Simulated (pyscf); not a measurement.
Thermochemistry of product channels of O=CH–OH + O [triplet] on the triplet surface, in kJ/mol, from CCSD(T)/def2-TZVPP + ΔMP2(QZVPP) energies (ideal gas, 1 atm, RRHO with modes under 100 cm⁻¹ raised to 100, one conformer, R ln 2 for chiral ones without a mode under 150 cm⁻¹). Structures and frequencies: ωB97X-D3(BJ)/def2-SVP in PySCF. Correlated levels are frozen-core, on RHF or UHF. ΔMP2 is the change of the MP2 total energy from the triple- to the quadruple-zeta basis.

```json
[
 {"products": "O=C•–OH + OH•", "ΔE": "-4.4", "ΔH(298 K)": "-13.5", "ΔG(298 K)": "-22.1", "ΔG(1200 K)": "-50.3"},
 {"products": "OH• + •O–CH=O", "ΔE": "…", "ΔH(298 K)": "+52.6", "ΔG(298 K)": "+43.2", "ΔG(1200 K)": "+12.2"}
]
```

Task: Complete the blanks.

Result: 
- OH• + •O–CH=O, ΔE: +69.6

These are energies of the channels, which say nothing of barriers. The CCSD(T) − MP2 part came from Ansatz, without density fitting, on the same reference. Left out: orbital degeneracy and the spin-orbit lowering of OH, O.
